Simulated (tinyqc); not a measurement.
Worked calculation: RHF in the sto-3g basis, for H2O, spin multiplicity 1. One step of it, computed by the program tinyqc.

Question. Iteration 9 (converged): orbitals. Diagonalise F' = X^T F X, C = X C', fill 5 alpha and 5 beta electrons from the bottom; D = 2 C_occ C_occ^T. Each column has its largest component positive (the first on a tie).

converged F (hartree), order 1O 1s, 1O 2s, 1O 2px, 1O 2py, 1O 2pz, 2H 1s, 3H 1s:
$$\begin{pmatrix}
-20.239917 & -5.164464 & 0.000000 & 0.000000 & -0.030224 & -1.229477 & -1.229477 \\
-5.164464 & -2.455456 & 0.000000 & 0.000000 & -0.140806 & -1.049024 & -1.049024 \\
0.000000 & 0.000000 & -0.396735 & 0.000000 & 0.000000 & 0.000000 & 0.000000 \\
0.000000 & 0.000000 & 0.000000 & -0.321621 & 0.000000 & -0.383077 & 0.383077 \\
-0.030224 & -0.140806 & 0.000000 & 0.000000 & -0.366885 & -0.398216 & -0.398216 \\
-1.229477 & -1.049024 & 0.000000 & -0.383077 & -0.398216 & -0.602359 & -0.440637 \\
-1.229477 & -1.049024 & 0.000000 & 0.383077 & -0.398216 & -0.440637 & -0.602359
\end{pmatrix}$$

X, order 1O 1s, 1O 2s, 1O 2px, 1O 2py, 1O 2pz, 2H 1s, 3H 1s:
$$\begin{pmatrix}
-0.299663 & 0.000000 & 0.759164 & 0.000000 & -0.620106 & 0.000000 & 0.141921 \\
1.194579 & 0.000000 & -0.313635 & 0.000000 & -0.316205 & 0.000000 & 0.406810 \\
0.000000 & 0.000000 & 0.000000 & 1.000000 & 0.000000 & 0.000000 & 0.000000 \\
0.000000 & 0.910490 & 0.000000 & 0.000000 & 0.000000 & 0.711455 & 0.000000 \\
0.589650 & 0.000000 & 0.646038 & 0.000000 & 0.629738 & 0.000000 & 0.201733 \\
-0.750370 & -0.896967 & -0.147406 & 0.000000 & 0.119552 & 0.361091 & 0.374742 \\
-0.750370 & 0.896967 & -0.147406 & 0.000000 & 0.119552 & -0.361091 & 0.374742
\end{pmatrix}$$

Give: F' = X^T F X; orbital energies; coefficients C; D after iteration 9.

Answer.

F' = X^T F X (hartree):
$$\begin{pmatrix}
0.246 & 0.000 & 1.518 & 0.000 & -1.043 & 0.000 & 0.080 \\
0.000 & 0.725 & 0.000 & 0.000 & 0.000 & 0.133 & 0.000 \\
1.518 & 0.000 & -9.110 & 0.000 & 9.007 & 0.000 & -3.645 \\
0.000 & 0.000 & 0.000 & -0.397 & 0.000 & 0.000 & 0.000 \\
-1.043 & 0.000 & 9.007 & 0.000 & -9.746 & 0.000 & 3.935 \\
0.000 & 0.133 & 0.000 & 0.000 & 0.000 & -0.599 & 0.000 \\
0.080 & 0.000 & -3.645 & 0.000 & 3.935 & 0.000 & -2.765
\end{pmatrix}$$

orbital energies (hartree): MO1 -20.249, MO2 -1.283, MO3 -0.612, MO4 -0.471, MO5 -0.397, MO6 0.628, MO7 0.738

coefficients C, order 1O 1s, 1O 2s, 1O 2px, 1O 2py, 1O 2pz, 2H 1s, 3H 1s:
$$\begin{pmatrix}
0.994 & -0.232 & 0.000 & 0.108 & 0.000 & -0.131 & 0.000 \\
0.027 & 0.827 & 0.000 & -0.562 & 0.000 & 0.889 & 0.000 \\
0.000 & 0.000 & 0.000 & 0.000 & 1.000 & 0.000 & 0.000 \\
0.000 & 0.000 & 0.617 & 0.000 & 0.000 & 0.000 & 0.977 \\
0.005 & 0.141 & 0.000 & 0.758 & 0.000 & 0.780 & 0.000 \\
-0.006 & 0.159 & 0.448 & 0.280 & 0.000 & -0.797 & -0.857 \\
-0.006 & 0.159 & -0.448 & 0.280 & 0.000 & -0.797 & 0.857
\end{pmatrix}$$

D after iteration 9, order 1O 1s, 1O 2s, 1O 2px, 1O 2py, 1O 2pz, 2H 1s, 3H 1s:
$$\begin{pmatrix}
2.107 & -0.452 & 0.000 & 0.000 & 0.108 & -0.025 & -0.025 \\
-0.452 & 2.000 & 0.000 & 0.000 & -0.617 & -0.053 & -0.053 \\
0.000 & 0.000 & 2.000 & 0.000 & 0.000 & 0.000 & 0.000 \\
0.000 & 0.000 & 0.000 & 0.763 & 0.000 & 0.554 & -0.554 \\
0.108 & -0.617 & 0.000 & 0.000 & 1.189 & 0.470 & 0.470 \\
-0.025 & -0.053 & 0.000 & 0.554 & 0.470 & 0.610 & -0.195 \\
-0.025 & -0.053 & 0.000 & -0.554 & 0.470 & -0.195 & 0.610
\end{pmatrix}$$
